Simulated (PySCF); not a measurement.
Potential energy curve for SMILES CC. The C1–C5 bond (C1 also carries H, H, H; C5 carries H, H, H) is pulled apart rigidly from the PBE0/def2-TZVP optimised geometry.

- UHF/def2-TZVP (PySCF)
- RHF/def2-TZVP (PySCF)
- UKS-TPSSh = unrestricted TPSSh/def2-TZVP (PySCF 2.14.0)
- RKS-TPSSh = PySCF with restricted TPSSh/def2-TZVP

Scanned distances (Å): 1.22, 1.29, 1.38, 1.44, 1.48, 1.52, 1.56, 1.61, 1.68, 1.76, 1.89, 2.07, 2.28, 2.48, 2.75, 3.02, 3.31, 3.76, 4.12, 4.61.

Task: Where does the unrestricted solution first break spin symmetry (<S²> of 0.01 or more)?

Result: UHF: between 2.07 and 2.28 Å; UKS-TPSSh: between 2.48 and 2.75 Å.

```csv
R / Å,<S²> UHF,E(RHF) − E(UHF) / kcal/mol,<S²> UKS-TPSSh,E(RKS-TPSSh) − E(UKS-TPSSh) / kcal/mol
1.22,0.00,0.0,0.00,0.0
1.29,0.00,0.0,0.00,0.0
1.38,0.00,0.0,0.00,0.0
1.44,0.00,0.0,0.00,0.0
1.48,0.00,0.0,0.00,0.0
1.52,0.00,0.0,0.00,0.0
1.56,0.00,0.0,0.00,0.0
1.61,0.00,0.0,0.00,0.0
1.68,0.00,0.0,0.00,0.0
1.76,0.00,0.0,0.00,0.0
1.89,0.00,0.0,0.00,0.0
2.07,0.00,0.0,0.00,0.0
2.28,0.43,5.2,0.00,0.0
2.48,0.70,17.6,0.00,0.0
2.75,0.87,36.8,0.49,3.4
3.02,0.95,54.8,0.76,11.1
3.31,0.99,71.5,0.90,19.8
3.76,1.01,91.8,0.97,30.7
4.12,1.01,104.0,0.99,36.7
4.61,1.02,116.5,1.00,41.9
```
